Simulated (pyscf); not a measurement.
H₂Se (SMILES [SeH2]) + AlH₃ (SMILES [AlH3]) → H₂Al–SeH (SMILES [AlH2][SeH]) + H₂ (SMILES [H][H]) (four-centre exchange; singlet surface; H–Se, Al–H broken, Al–Se, H–H formed). PySCF, gas phase, ωB97X-D3(BJ)/def2-SVP geometries. Energies in kcal/mol from the separated reactants.

```tsv
level	barrier	reaction energy
ωB97X-D3(BJ)/def2-TZVP	-4.1	-29.6
B3LYP-D3(BJ)/def2-TZVP	?	?
PBE0-D3(BJ)/def2-TZVP	-6.4	-27.2
M06-2X/def2-TZVP	-2.6	-29.5
ωB97M-D3(BJ)/def2-TZVP	0.3	-25.3
HF/def2-TZVP	?	-22.2
```

**Question.** Fill in the missing entries.

**Answer.** 
- B3LYP-D3(BJ)/def2-TZVP, barrier: -2.2
- B3LYP-D3(BJ)/def2-TZVP, reaction energy: -26.1
- HF/def2-TZVP, barrier: 15.8

On the reactant side the descent ends in an adduct with a Al–Se contact, 17.4 kcal/mol under the separated species and 13.3 kcal/mol under the saddle at ωB97X-D3(BJ)/def2-TZVP. At ωB97X-D3(BJ)/def2-TZVP, B3LYP-D3(BJ), PBE0-D3(BJ), M06-2X the saddle lies under the separated reactants, which points to a path from their complex (located at ωB97X-D3(BJ) alone). What is counted as formed (Al–Se) is already present as a longer contact in the reactant adduct; forming that adduct is a step of its own. One saddle was located; it need not be the lowest between these sides. Elements up to Kr have no core potential and no relativistic terms here.
